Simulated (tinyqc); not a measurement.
A ladder of methods, and size consistency: correlation methods against full CI in the sto-3g basis, for H2O, spin multiplicity 1. Computed by the program tinyqc with PySCF. 

Geometry (angstrom):
```
atom,x,y,z
O,0.0000,0.0000,0.0000
H,0.0000,0.7500,0.6700
H,0.0000,-0.7800,0.6960
```

RHF energy of one = -74.962119 hartree

All electrons correlated; +Q is the Davidson correction (1 - c0^2) E_corr. The last columns treat two copies 100 angstrom apart as one system. FCI is the lowest singlet.

Correlation energies (hartree):
```
method,E_corr of one,share of FCI (%),E_corr of two at 100 angstrom,two minus twice one (mhartree)
MP2,-0.042977,71.1424,-0.085954,0.0000
CISD,-0.059279,98.1280,-0.114762,3.7963
CISD+Q,-0.061309,101.4884,-0.121870,0.7483
CCSD,-0.060263,99.7560,-0.120525,0.0000
CCSD(T),-0.060333,99.8730,-0.120667,0.0000
FCI,-0.060410,100.0000,-,-
```

MP2 recovers 71 %, CISD 98.1 % and CCSD 99.8 % of the FCI value (c0^2 = 0.966 in CISD). MP2 and coupled cluster are size consistent, so their last column vanishes; CISD loses 3.80 mhartree, since a double excitation on each copy is a quadruple of the pair, and the Davidson correction leaves +0.75.
